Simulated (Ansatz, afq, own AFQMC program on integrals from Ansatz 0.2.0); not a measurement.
**B2H2, triplet → B$_{2}$H$_{2}$⁺, doublet**

```yaml
atoms:
  - { symbol: B, position_ang: [0.0000, 0.0000, 0.6756] }
  - { symbol: B, position_ang: [0.0000, 0.0000, -0.9095] }
  - { symbol: H, position_ang: [0.0000, 1.0479, 1.2540] }
  - { symbol: H, position_ang: [0.0000, -1.0479, 1.2540] }
```

Connectivity, by distances: BH2–B.

E(doublet, charge +1) − E(triplet, charge +0) at this geometry, on UHF and UHF determinants.

Basis cc-pVTZ. Noble-gas cores (and the filled d shells of Ga–Kr and In–Xe) are frozen. Ansatz 0.2.0 and our own AFQMC program on the same integrals; the CISD trial comes from CCSD amplitudes, and released means the phaseless constraint is let go. ± is one standard error of the sampling. The errors of all members are added in quadrature.

No full CI on the walks' own integrals is used here; CCSDT(Q) serves as the reference and is uncertain by about the last step of the cluster series. Each member takes its own surest rung, up to full CI.

The best estimate is CCSD(T) at the basis-set limit (CBS: def2-TZVPP and def2-QZVPP, with their diffuse functions for anions and beside diffuse sets, CCSD(T) itself extrapolated) plus the step from CCSD(T) to CCSDT(Q) in cc-pVTZ. Rows without CBS are in cc-pVTZ; B2PLYP and the wave-function rows carry a basis error of their own. Core correlation and relativity beyond core potentials are missing, and ± holds the sampling alone.

Cautions: B₂H₂ (triplet): lower spins were not checked, the ph-AFQMC/HF walk drifts between its halves (2.4 errors).

Best estimate: 894.9 kJ/mol.

```csv
level,vertical ionization energy (kJ/mol),error against the best estimate (kJ/mol)
HF,823.5,-71.4
MP2,881.9,-13.1
CCSD,883.7,-11.3
CCSD(T),889.7,-5.3
CCSDT,890.8,-4.1
CCSDT(Q),891.2,-3.8
ph-AFQMC/CISD,890.8 ± 0.6,-4.2 ± 0.6
released AFQMC,891.5 ± 0.7,-3.4 ± 0.7
HF/CBS,823.4,-71.5
MP2/CBS,886.1,-8.9
CCSD(T)/CBS,893.4,-1.5
PBE,913.2,18.2
r2SCAN,918.1,23.2
PBE0,907.7,12.8
B3LYP,899.8,4.8
wB97M-V,888.3,-6.6
B2PLYP,886.0,-8.9
```

Correlation beyond CCSD(T) adds 1.5 kJ/mol. Going to the basis-set limit adds 3.8 kJ/mol at CCSD(T). The perturbative (T) step is worth +6.0 kJ/mol. The functionals spread over 32.1 kJ/mol; B3LYP and wB97M-V come nearest and r2SCAN is 23.2 kJ/mol too high.

Best estimates are given only where the step beyond CCSD(T) is under 0.3 eV and no member's determinant is very poor (T1 over 0.05, or 0.07 for open shells, ⟨S²⟩ too high by 0.3, two states mixed), so the hardest cases are missing from such tables.

The functionals ran in a triple-zeta set and keep a basis error of their own, a few kJ/mol for each bond in atomization energies and more for double hybrids, so close places among them and the extrapolated levels can swap.

CCSDT and higher add their correlation energy to the determinant of the CCSD(T) run, since their own runs factorise the integrals more tightly (a shift of under 2 meV). Each member of a difference takes its own highest rung, so a best estimate needn't equal the limit plus the step of one row. A walk keeps the symmetry of its determinant, which the program's search chose and which needn't be the lowest solution, so a lower state of the same spin and another symmetry isn't excluded. Released energies are given only where the last usable release times agree within the noise; a slower fall can still hide under it.
